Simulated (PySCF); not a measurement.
B3LYP has the VWN-RPA correlation part, as in Gaussian. 

HO, SMILES `[OH]` (charge 0, multiplicity 2)

All values below come from B3LYP-D3(BJ)/def2-TZVP // PBE-D3(BJ)/def2-SVP (PySCF).

- highest occupied spin orbital = -8.82 eV
- dipole moment = 1.78 D
- total energy = -75.7683 Ha
- cost = roughly 4 core-seconds

Bonds (Å): O1–H2 0.990.
Charge 0, spin multiplicity 2.
